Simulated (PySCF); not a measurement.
One ligand Y is varied and pulled off as a radical: Zn(F)1–Y. Gas-phase values, no solvent. One relaxed conformer stands for each flexible species; it need not be the lowest. Multiplicities are imposed; where one is given, others were not computed. Strings in code marks are SMILES.

The dipole moment from two functionals at the same geometries (PBE-D3(BJ)/def2-SVP), both in PySCF: PBE-D3(BJ)/def2-TZVP and TPSSh-D3(BJ)/def2-TZVP. 

```
species                         PBE-D3(BJ)/def2-TZVP (D)  TPSSh-D3(BJ)/def2-TZVP (D)
------------------------------  ------------------------  --------------------------
Y = F ([Zn(F)2])                                    0.00                        0.00
Y = CH3 ([Zn(F)(CH3)])                              2.74                        2.73
free radical OH (`[OH]`)                            1.73                        1.75
free radical NH2                                    1.92                        1.93
free radical N(CH3)2 (`C[N]C`)                      1.70                        1.69
free radical SH (`[SH]`)                            0.87                        0.88
```

Over these rows, drawn at random from the members with no instability flagged (it was tested for open shells, ions and some series alone), PBE minus TPSSh-D3(BJ): mean 0.00 D, from -0.02 D to +0.02 D.
